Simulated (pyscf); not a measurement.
Thermochemistry of product channels of H₃C–CH₂–O–O• + H₂ on the doublet surface, in kcal/mol, from ωB97M-D3(BJ)/def2-TZVP energies (ideal gas, 1 atm, RRHO with modes under 100 cm⁻¹ raised to 100, one conformer, R ln 2 for rigid chiral ones). Optimised with ωB97X-D3(BJ)/def2-SVP in PySCF.

| products | ΔE | ΔH(298 K) | ΔG(900 K) | ΔG(1200 K) |
|---|---|---|---|---|
| H₃C–CH₃ + •O–OH | -15.9 | -12.1 | -17.0 | ___ |
| H₃C–CH₂–OH + OH• | -42.4 | -38.6 | -43.5 | ___ |

Problem. Fill in the missing entries.

Solution. 
- H₃C–CH₃ + •O–OH, ΔG(1200 K): -17.7
- H₃C–CH₂–OH + OH•, ΔG(1200 K): -44.6

These are energies of the channels, which say nothing of barriers. H₃C–CH₂–O–O• lies 43.3 kcal/mol over its isomer H₃C–CH(O•)–OH, and others may lie lower still (electronic energy, ωB97M-D3(BJ)). Left out: orbital degeneracy and the spin-orbit lowering of OH.
